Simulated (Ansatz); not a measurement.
Geometry optimisation, Ansatz 0.2.0, UKS PBE-D4/cc-pVDZ.

Input:

```yaml
crystal:
  periodic: [false, false, false]
  atoms:
    - { symbol: C, position_ang: [-1.0231, 0.6837, -0.8452] }
    - { symbol: Si, position_ang: [0.5532, 0.6467, 0.0075] }
    - { symbol: C, position_ang: [0.6974, -0.8556, 1.0466] }
    - { symbol: H, position_ang: [-0.01785, 1.86209, 0.52744] }
    - { symbol: H, position_ang: [-1.1594, 1.6395, -1.4633] }
    - { symbol: H, position_ang: [-1.9011, 0.7245, -0.1446] }
    - { symbol: H, position_ang: [1.6929, 0.7213, -0.9724] }
    - { symbol: H, position_ang: [-0.0247, -0.8916, 1.8058] }
    - { symbol: H, position_ang: [1.6929, -0.845, 1.63] }
    - { symbol: H, position_ang: [0.6797, -1.7677, 0.4812] }
magnetization:
  spin_polarized: true
  initial_magnetization: 1
basis:
  gaussian: { orbitals: cc-pVDZ }
hamiltonian:
  xc: pbe
  dispersion: d4
relax:
  f_tol: 0.02
  max_steps: 50
output:
  orbitals: {}
```

Run as:

```bash
$ ansatz run input.yaml --threads 2 --pin off --max-ram 3072MiB --backend cpu --events-out ev --progress --plain --runs-dir out
```

Q: Where does it end, and by what steps?

A: It converged. After 6 steps the energy has fallen by 1.167 eV; H4 moved furthest, 0.84 Å.

```csv
step,energy less start (eV),largest force component (eV/Å),accepted
0,0.0000,3.102,yes
1,-0.6665,1.058,yes
2,-0.9172,0.497,yes
3,-1.0861,0.332,yes
4,-1.1611,0.141,yes
5,-1.1665,0.041,yes
6,-1.1672,0.009,yes
```

```xyz
10
Properties=species:S:1:pos:R:3
C -1.146 0.851 -0.795
Si 0.513 0.761 0.051
C 0.694 -0.830 1.072
H 0.686 1.949 0.983
H -1.287 1.311 -1.788
H -2.072 0.489 -0.315
H 1.608 0.856 -0.989
H -0.110 -0.899 1.833
H 1.670 -0.843 1.598
H 0.635 -1.727 0.422
```

The run took 4.8 s on 2 threads of AMD EPYC 9R45 96-Core Processor (Zen 5) (shared host), peak memory 0.16 GiB.
